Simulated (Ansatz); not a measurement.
`CS[SiH3]` → H₂ + `CS[SiH]` at 400 K and 1 bar (silylene formation by 1,1-elimination).

Calculated with Ansatz (gas phase, PBE0-D4/def2-TZVP geometries, no zero-point term in ΔE). CCSD(T)/CBS is the MP2 limit (def2-TZVPP, def2-QZVPP) plus CCSD(T) − MP2 in def2-TZVPP, frozen cores. This one scheme is used for every species.

```
   species  CCSD(T)/CBS energy (Eh)  H − E (kJ/mol)  S (J/(mol·K))
`CS[SiH3]`               -728.52947           194.4          339.2
        H₂                 -1.17544            38.0          139.0
 `CS[SiH]`               -727.28803           145.3          318.8
```

H − E and S are ideal-gas, rigid-rotor, harmonic terms from PBE0-D4/def2-TZVP. The MP2-based limit puts H₂ 0.8 mEh under its directly extrapolated value; such offsets cancel only in part. 1 Eh = 2625.50 kJ/mol, R = 8.31446 J/(mol·K).

Question: By hand: ΔE, ΔH, ΔS and ΔG.

Answer: ΔE = (-1.17544) + (-727.28803) − (-728.52947) = 0.06600 Eh = 173.3 kJ/mol. Δ(H − E) = 38.0 + 145.3 − 194.4 = -11.1, so ΔH = 162.2 kJ/mol. ΔS = 139.0 + 318.8 − 339.2 = 118.6 J/(mol·K). ΔG = 162.2 − 400 × (118.6)/1000 = 114.8 kJ/mol.

Question: By hand: the equilibrium constant, and the temperature at which ΔG would vanish if ΔH and ΔS stayed fixed.

Answer: log₁₀ K = −ΔG/(RT ln 10) = -15.0. ΔG = 0 at ΔH/ΔS = 1368 K.

The number of gas molecules changes by +1, which sets the sign of ΔS. A doubt of 5 kJ/mol in ΔE shifts log₁₀ K by 0.7 here. These are equilibria of isolated gas molecules and say nothing of rates. Largest T1 diagnostic: 0.016 (customary marks: 0.02 for closed shells, 0.045 for open ones).
